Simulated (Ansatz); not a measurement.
## A van 't Hoff estimate for C2H4F2 ⇌ C2H3F + HF

Species: C2H4F2 (1,2-difluoroethane) `FCCF`, singlet; C2H3F `C=CF`, singlet; HF (hydrogen fluoride), singlet. 

The electronic reaction energy at CCSD(T)/CBS estimate is +47.6 kJ/mol. Shapes: PBE0-D4/def2-TZVP. Flexible molecules stand in one conformer, not always the lowest. Programs: Ansatz 0.2.0. Enthalpy and entropy come from rigid-rotor, harmonic-oscillator sums on unscaled PBE0-D4/def2-TZVP wavenumbers, ideal gases at 1 bar; R ln 2 is added for the mirror twin of the chiral shape of C2H4F2. Symmetry numbers: C2H4F2 2, C2H3F 1, HF 1. R = 8.3145 J/(mol K).

| T (K) | ΔH (kJ/mol) | ΔS (J/(mol K)) |
| --- | --- | --- |
| 800 | +36.6 | +148.7 |
| 1100 | +34.8 | +146.8 |
| 1400 | ? | ? |

Work out ln K at 800 and 1100 K, and from these estimate it at 1400 K.


1. 800 K: ΔG = +36.6 − 800 × (+148.7)/1000 = -82.4 kJ/mol; ln K = −ΔG/RT = +12.39.
2. 1100 K: ΔG = +34.8 − 1100 × (+146.8)/1000 = -126.7 kJ/mol; ln K = −ΔG/RT = +13.85.
3. Slope against 1000/T: (+13.85 − (+12.39))/(0.9091 − 1.2500) = -4.28, that is −ΔH/R with ΔH near +36 kJ/mol.
4. 1400 K: ln K = +12.39 + (-4.28) × (0.7143 − 1.2500) = +14.68.

The full sums give ΔH = +31.8 kJ/mol, ΔS = +144.5 J/(mol K), ΔG = -170.5 kJ/mol and ln K = +14.65 at 1400 K, so the line is off by +0.03 in ln K; without rounding the miss is +0.06, from the change of ΔH with temperature. The products are favoured over this whole range. The number of molecules rises, which sets the sign of ΔS, and lower pressure favours the products. An error of 10 kJ/mol in the energy moves ln K by 0.9 at 1400 K. Soft modes are treated as harmonic, which can err either way at these temperatures; the lowest are those of C2H4F2 (153 cm⁻¹). Other conformers aren't counted. The CBS estimate extrapolates MP2 from def2-TZVPP and def2-QZVPP and adds CCSD(T) − MP2 in the triple-zeta set, cores frozen.
